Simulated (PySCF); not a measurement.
LiH, SMILES [LiH].

Coordinates come from a PBE0-D3(BJ)/def2-TZVPD optimisation.

Level of theory: PBE0-D3(BJ)/def2-TZVPD (PySCF 2.14.0).

Harmonic, unscaled wavenumbers; measured fundamentals usually lie a few per cent lower.

Computed vibrational spectrum:
```
mode  ν (cm⁻¹)  IR (km/mol)  Raman (Å⁴/amu)  depolarisation  moving atoms (share of kinetic energy)
----  --------  -----------  --------------  --------------  --------------------------------------
1         1416        163.9           509.1            0.04                         H 87 %, Li 13 %
```
